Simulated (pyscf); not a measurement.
**Substitution at O: HO–Ga(OH)–OH (SMILES [OH][Ga]([OH])[OH]) + H• (SMILES [H]) -> H₂O (SMILES O) + [HO–Ga–OH]• (SMILES [OH][Ga][OH])**

Gas phase, doublet surface, charge 0. Bonds broken: O1–Ga2. Bonds formed: O1–H8. Single points on ωB97X-D3(BJ)/def2-SVP structures (PySCF, gas phase).

Transition state (Å):

```xyz
8

O      0.0386     1.2354     1.4215
Ga    -0.2366    -0.1617     0.1997
O      0.8450    -1.5743     0.2417
O     -1.8172    -0.2727    -0.6120
H     -0.5229     2.0074     1.2137
H      1.6643    -1.4307     0.7289
H     -1.9414    -1.0952    -1.1015
H     -0.0252     1.1928     2.7402
```

One imaginary mode, 1791i cm⁻¹; descent along it reached the two sides named, in the forms told below.

| bond | change | reactant side (Å) | saddle | product side |
|---|---|---|---|---|
| O1–Ga2 | breaks | 1.777 | 1.876 | 2.159 |
| O1–H8 | forms | 3.1 | 1.321 | 0.975 |

Electronic energies relative to the separated reactants (eV):

```csv
level,barrier,reaction energy,reverse barrier
ωB97X-D3(BJ)/def2-TZVP,0.65,-0.58,1.22
PBE/def2-TZVP,0.09,-0.80,0.89
r²SCAN/def2-TZVP,0.20,-0.73,0.92
B3LYP-D3(BJ)/def2-TZVP,0.22,-0.84,1.05
PBE0-D3(BJ)/def2-TZVP,0.35,-0.71,1.06
M06-2X/def2-TZVP,0.53,-0.61,1.14
ωB97M-D3(BJ)/def2-TZVP,0.53,-0.74,1.27
HF/def2-TZVP,1.30,-0.47,1.76
```

With ωB97M-D3(BJ)/def2-TZVP energies and thermal terms (ideal gas, 1 atm, RRHO with modes under 100 cm⁻¹ raised to 100, one conformer, R ln 2 for chiral ones without a mode under 150 cm⁻¹), in eV:

| T (K) | ΔH‡ | ΔG‡ | ΔH | ΔG |
|---|---|---|---|---|
| 298 | 0.51 | 0.75 | -0.56 | -0.74 |
| 600 | 0.50 | 1.00 | -0.62 | -0.89 |
| 900 | 0.48 | 1.25 | -0.68 | -1.02 |
| 1200 | 0.47 | 1.51 | -0.74 | -1.12 |

On the product side the descent ends in an adduct with a Ga–O contact, 0.69 eV under the separated species and 1.91 eV under the saddle at ωB97X-D3(BJ)/def2-TZVP. What is counted as broken (Ga–O) persists as a longer contact in the product adduct; parting that adduct is a step of its own. One saddle was located; it need not be the lowest between these sides. The angle at the attacked O is 128°. Elements up to Kr have no core potential and no relativistic terms here.
